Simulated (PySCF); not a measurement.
Homolysis of single bonds, series HO-X. Isolated molecules, 0 K electronic values unless said otherwise. One relaxed conformer stands for each flexible species; it need not be the lowest. Strings in code marks are SMILES.

The four lowest singlet excitations (Tamm–Dancoff). The numbers are results of PBE-D3(BJ)/def2-TZVP // B3LYP-D3(BJ)/def2-TZVP (PySCF), not measurements. Excitations are Tamm–Dancoff values on a coarser integration grid. The basis has no diffuse functions, so Rydberg states are missing or too high.

```json
[
 {"state": "S1", "energy (eV)": "6.50", "wavelength (nm)": "191", "oscillator strength": "0.000"},
 {"state": "S2", "energy (eV)": "7.66", "wavelength (nm)": "162", "oscillator strength": "0.041"},
 {"state": "S3", "energy (eV)": "8.26", "wavelength (nm)": "150", "oscillator strength": "0.003"},
 {"state": "S4", "energy (eV)": "8.78", "wavelength (nm)": "141", "oscillator strength": "0.012"}
]
```

Identify which member gives these states.
A) `CCO` (C–C–O–H torsion 59°)
B) `CO`
C) `C[Si](C)(C)O` (C–Si–O–H torsion 60°)
D) `O=CO` (O–C–O–H torsion 0°)

B, `CO`
